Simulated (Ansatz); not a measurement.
# HN–CH, quartet in cc-pVDZ: errors against UCCSDT(Q)

Geometry: a point of a bend scan, not a stationary point.

```xyz
4

N     0.0242   -0.3494    0.6052
C     0.0552    0.3309   -0.6565
H    -0.2076    0.6403    0.7587
H    -0.7866    0.2721   -1.3464
```

Basis cc-pVDZ; Ansatz 0.2.0. Correlated methods freeze the noble-gas cores, which leaves 11 electrons in 36 orbitals. R marks a restricted (for open shells ROHF) determinant, U an unrestricted one. Active spaces: valence = (11e, 10o) chosen from the atoms' valence shells; pair = (5e, 5o) about the gap.

Full CI isn't at hand for all of this; UCCSDT(Q) serves as the reference, and is uncertain by about the last step of the cluster series. The frozen core follows each run's orbitals, which can shift R against U totals by a few meV.

For open shells CISD is restricted-active-space CI with the open shells as a complete middle space.

```
UHF ⟨S²⟩                          : 3.771
T1 diagnostic (RCCSD)             : 0.0240
largest doubles amplitude (RCCSD) : 0.023
T1 diagnostic (UCCSD)             : 0.0193
```

```
                   level  E − E(UCCSDT(Q)) (kJ/mol)  share of correlation (%)  wall time
                     RHF                      705.6                      0.00          –
                     UHF                      683.9                      3.08          –
                    RMP2                       98.6                     86.03          –
                    UMP2                      100.3                     85.79          –
                    CISD                       60.8                     91.39      4.1 s
                   RCCSD                       20.7                     97.06          –
                   UCCSD                       20.3                     97.13          –
                RCCSD(T)                        3.5                     99.51     0.72 s
                UCCSD(T)                        3.4                     99.52     0.99 s
                 BCCD(T)                        3.5                     99.51     0.93 s
                  RCCSDT                        1.3                     99.81          –
                  UCCSDT                        1.2                     99.83          –
               RCCSDT(Q)                        0.2                     99.97       30 s
     CASSCF (pair space)                      655.1                      7.17          –
     NEVPT2 (pair space)                      104.6                     85.18     0.39 s
     MRCISD (pair space)                       57.3                     91.88          –
   MRCISD+Q (pair space)                        6.9                     99.02     0.72 s
  CASSCF (valence space)                      493.1                     30.12          –
  NEVPT2 (valence space)                       92.7                     86.86      3.3 s
  MRCISD (valence space)                       30.5                     95.68          –
MRCISD+Q (valence space)                        3.1                     99.57       11 s
```

The correlation energy at UCCSDT(Q), counted from RHF, is -7.313 eV. That run took 28 s on 1 thread of Arm Neoverse V1, shared host.

Times hold each run's SCF and search for its determinant on a shared host, so for small cases they say little of a method's own cost; they ran on 1 thread of Arm Neoverse V1.

Natural occupations of CASSCF (valence space) about the gap: 1.981 1.974 1.969 1.004 1.001 1.000 0.033 0.025 0.020; effectively unpaired electrons, Σ n²(2−n)², 3.02.
